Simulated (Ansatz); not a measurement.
## Ansatz (development build ahead of 0.2.0) run

```yaml
crystal:
  periodic: [false, false, false]
  atoms:
    - { symbol: C, position_ang: [0.00053, 0.00803, -0.52874] }
    - { symbol: O, position_ang: [0.00802, 0.00596, 0.6729] }
    - { symbol: H, position_ang: [-0.00746, -0.94782, -1.11895] }
    - { symbol: H, position_ang: [-0.00767, 0.95046, -1.12692] }
basis:
  gaussian: { orbitals: STO-3G }
hamiltonian:
  xc: hf
correlation:
  method: mp2
  frozen_orbitals: { C: 1, H: 0, O: 1 }
```

The input is written out in the form of the current development build from the run's settings.

Results

```json
{"Converged": "yes", "Reference energy": "-112.35324 hartree", "Correlation energy": "-0.11613 hartree", "Total energy": "-112.46937 hartree", "Spin squared of the determinant": "0.000"}
```
